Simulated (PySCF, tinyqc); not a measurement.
CCSD on RHF in the sto-3g basis, frozen core, for CH+, spin multiplicity 1, step by step. The lowest restricted solution is unstable here: a spin-polarised one lies 0.0093 hartree lower (PySCF). One step of it, computed by the program tinyqc.

Question. Integrals over molecular orbitals. (pq|rs) = sum C_ip C_jq C_kr C_ls (ij|kl), one index at a time.

coefficients C:
```
              MO1        MO2        MO3       MO4        MO5        MO6
1C 1s    0.994359  -0.241094   0.121797  0.000000   0.000000   0.096029
1C 2s    0.022700   0.855296  -0.527113  0.000000   0.000000  -0.539223
1C 2px   0.000000   0.000000   0.000000  0.708761  -0.705449   0.000000
1C 2py   0.000000   0.000000   0.000000  0.705449   0.708761   0.000000
1C 2pz   0.003663   0.188814   0.713207  0.000000   0.000000  -0.827028
2H 1s   -0.005155   0.262478   0.403836  0.000000   0.000000   1.104110
```

core Hamiltonian H = T + V (hartree), lower triangle:
```
             1C 1s      1C 2s     1C 2px     1C 2py     1C 2pz      2H 1s
1C 1s   -18.175039
1C 2s    -4.380797  -5.126152
1C 2px    0.000000   0.000000  -4.048509
1C 2py    0.000000   0.000000   0.000000  -4.048509
1C 2pz   -0.012281  -0.134584   0.000000   0.000000  -4.139439
2H 1s    -0.715567  -1.709417   0.000000   0.000000  -1.520181  -2.922014
```

Two-electron integrals (ij|kl) in chemists' order, unique and non-zero (hartree):
```
(11|11) 3.541948   (21|11) 0.576921   (21|21) 0.111888   (22|11) 0.854682
(22|21) 0.205284   (22|22) 0.624709   (31|31) 0.020296   (32|31) 0.030858
(32|32) 0.137996   (33|11) 0.852436   (33|21) 0.205335   (33|22) 0.624568
(33|33) 0.672833   (41|41) 0.020296   (42|41) 0.030858   (42|42) 0.137996
(43|43) 0.036269   (44|11) 0.852436   (44|21) 0.205335   (44|22) 0.624568
(44|33) 0.600295   (44|44) 0.672833   (51|51) 0.020296   (52|51) 0.030858
(52|52) 0.137996   (53|53) 0.036269   (54|54) 0.036269   (55|11) 0.852436
(55|21) 0.205335   (55|22) 0.624568   (55|33) 0.600295   (55|44) 0.600295
(55|55) 0.672833   (61|11) 0.093520   (61|21) 0.018041   (61|22) 0.033087
(61|33) 0.032977   (61|44) 0.032977   (61|51) 0.001076   (61|52) 0.002022
(61|55) 0.033320   (61|61) 0.002972   (62|11) 0.245043   (62|21) 0.059745
(62|22) 0.202714   (62|33) 0.197671   (62|44) 0.197671   (62|51) 0.005664
(62|52) 0.040648   (62|55) 0.212600   (62|61) 0.010060   (62|62) 0.089603
(63|31) 0.005803   (63|32) 0.031427   (63|53) 0.007739   (63|63) 0.010414
(64|41) 0.005803   (64|42) 0.031427   (64|54) 0.007739   (64|64) 0.010414
(65|11) 0.217170   (65|21) 0.053598   (65|22) 0.192830   (65|33) 0.183231
(65|44) 0.183231   (65|51) 0.010181   (65|52) 0.066920   (65|55) 0.211813
(65|61) 0.009404   (65|62) 0.101082   (65|65) 0.122373   (66|11) 0.408941
(66|21) 0.101365   (66|22) 0.392627   (66|33) 0.372396   (66|44) 0.372396
(66|51) 0.011344   (66|52) 0.111497   (66|55) 0.432556   (66|61) 0.017257
(66|62) 0.226555   (66|65) 0.281305   (66|66) 0.774606
```

Give: one-electron integrals over orbitals h = C^T H C; Two-electron integrals over orbitals.

Answer.

one-electron integrals over orbitals h = C^T H C (hartree), lower triangle:
```
          1        2        3        4        5        6
1  -18.1634
2    0.3634  -4.2186
3   -0.1750   0.1900  -3.8328
4    0.0000   0.0000   0.0000  -4.0485
5    0.0000   0.0000   0.0000   0.0000  -4.0485
6   -0.1368   0.5746   0.5259   0.0000   0.0000  -3.0559
```

Two-electron integrals over orbitals (pq|rs), unique and non-zero (hartree); the lowest 1 orbital is frozen and left out:
```
(22|22) 0.5899    (32|22) 0.0335    (32|32) 0.1036    (33|22) 0.5194
(33|32) -0.0518   (33|33) 0.5957    (42|42) 0.1056    (43|42) -0.0415
(43|43) 0.0465    (44|22) 0.5716    (44|32) -0.0518   (44|33) 0.5505
(44|44) 0.6728    (52|52) 0.1056    (53|52) -0.0415   (53|53) 0.0465
(54|54) 0.0363    (55|22) 0.5716    (55|32) -0.0518   (55|33) 0.5505
(55|44) 0.6003    (55|55) 0.6728    (62|22) -0.0801   (62|32) 0.0110
(62|33) -0.0233   (62|44) -0.1009   (62|55) -0.1009   (62|62) 0.0926
(63|22) -0.0343   (63|32) 0.0776    (63|33) -0.0806   (63|44) -0.0937
(63|55) -0.0937   (63|62) 0.0653    (63|63) 0.1156    (64|42) -0.0364
(64|43) -0.0015   (64|64) 0.0243    (65|52) -0.0364   (65|53) -0.0015
(65|65) 0.0243    (66|22) 0.5434    (66|32) 0.0906    (66|33) 0.4944
(66|44) 0.4697    (66|55) 0.4697    (66|62) 0.0094    (66|63) 0.0631
(66|66) 0.6450
```
